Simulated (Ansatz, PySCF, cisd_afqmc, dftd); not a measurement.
Species: CH, charge 0, doublet. CH (SMILES [CH], doublet).
B3LYP-D3(BJ)/def2-TZVP minimum from Ansatz (a first-principles code):
```
C
H 1 1.1235
```
Charge 0, spin multiplicity 2.

Property: enthalpy of formation at 298 K (by atomisation, with ideal-gas terms from PySCF's Hessian at B3LYP-D3(BJ)/def2-TZVP and the atoms' measured values of the G2/97 table; no spin-orbit terms), in kcal/mol. Open shells are spin-unrestricted; no spin-orbit coupling. Cores are frozen in correlated methods. Rows without X2C or -DK are non-relativistic. AFQMC/CISD: phaseless, guided by CISD from CCSD amplitudes; bars are statistical, one sigma. Outlying blocks are dropped, and bars are widened where a walk drifts. Over all cases where full CI ran beside it in this data, AFQMC minus full CI had a median of +0.1 mEh and passed +0.4 mEh in a tenth of the cases. CBS(X,Y): correlation extrapolated as X^-3, Hartree-Fock from the larger set (Q,5: extrapolated as (X+1)exp(-9√X)). A bracket is a step between two methods taken in the basis named. Functionals run without relativity, which enters their misses. Double hybrids freeze cores in their MP2 part. 'core' is core correlation in cc-pwCVTZ, 'X2C' scalar relativity in cc-pVTZ-DK, both at CCSD(T). Full CI freezes restricted core orbitals, also for open shells; the composite that ends in it estimates full CI at the basis-set limit. Where a partner has so few electrons that a lower coupled-cluster level is exact, that level stands in. The UHF reference of CH ([CH], doublet) is spin-contaminated (<S^2> up to 0.35 over the pure value in the sets run).

Measured: 142.5 kcal/mol, 596.2 kJ/mol (G2/97 table in ASE (Curtiss et al.)); atomic spin-orbit terms, which the calculations lack, would raise the computed values.

```json
[
 {"level": "PBE-D3(BJ)/def2-TZVPD", "program": "Ansatz + dftd3", "enthalpy of formation at 298 K (kcal/mol)": "141.7", "error against that value": "-0.8"},
 {"level": "PBE-D4/def2-TZVPD", "program": "Ansatz + dftd4", "enthalpy of formation at 298 K (kcal/mol)": "141.7", "error against that value": "-0.8"},
 {"level": "r2SCAN-D3(BJ)/def2-TZVPD", "program": "Ansatz + dftd3", "enthalpy of formation at 298 K (kcal/mol)": "143.7", "error against that value": "1.2"},
 {"level": "r2SCAN/def2-TZVPD", "program": "Ansatz", "enthalpy of formation at 298 K (kcal/mol)": "143.7", "error against that value": "1.2"},
 {"level": "PBE0/def2-TZVPD", "program": "Ansatz", "enthalpy of formation at 298 K (kcal/mol)": "143.5", "error against that value": "1.0"},
 {"level": "CAM-B3LYP-D3(BJ)/def2-TZVPD", "program": "Ansatz + dftd3", "enthalpy of formation at 298 K (kcal/mol)": "142.0", "error against that value": "-0.5"},
 {"level": "wB97X-V/def2-TZVPD", "program": "Ansatz", "enthalpy of formation at 298 K (kcal/mol)": "142.8", "error against that value": "0.3"},
 {"level": "B2PLYP/def2-TZVPD", "program": "Ansatz", "enthalpy of formation at 298 K (kcal/mol)": "144.3", "error against that value": "1.8"},
 {"level": "MP2/cc-pVTZ", "program": "Ansatz", "enthalpy of formation at 298 K (kcal/mol)": "151.6", "error against that value": "9.1"},
 {"level": "MP2/CBS(cc-pVQZ,cc-pV5Z)", "program": "Ansatz", "enthalpy of formation at 298 K (kcal/mol)": "149.1", "error against that value": "6.6"},
 {"level": "CCSD/CBS(cc-pVQZ,cc-pV5Z)", "program": "Ansatz", "enthalpy of formation at 298 K (kcal/mol)": "143.8", "error against that value": "1.3"},
 {"level": "CCSDT(Q)/cc-pVQZ", "program": "Ansatz", "enthalpy of formation at 298 K (kcal/mol)": "143.3", "error against that value": "0.8"},
 {"level": "CCSDTQ/cc-pVTZ", "program": "Ansatz", "enthalpy of formation at 298 K (kcal/mol)": "144.9", "error against that value": "2.4"},
 {"level": "AFQMC/CISD/cc-pVQZ", "program": "cisd_afqmc", "enthalpy of formation at 298 K (kcal/mol)": "143.7 ± 0.1", "error against that value": "1.2"},
 {"level": "CCSD(T)/CBS(cc-pVQZ,cc-pV5Z) + [CCSDTQ - CCSD(T)]/cc-pVDZ + core + X2C", "program": "Ansatz", "enthalpy of formation at 298 K (kcal/mol)": "142.3", "error against that value": "-0.2"},
 {"level": "CCSD(T)/CBS(cc-pVQZ,cc-pV5Z) + [CCSDT(Q) - CCSD(T)]/cc-pV5Z + [FCI - CCSDT(Q)]/cc-pVTZ + core + X2C", "program": "Ansatz", "enthalpy of formation at 298 K (kcal/mol)": "142.3", "error against that value": "-0.2"}
]
```
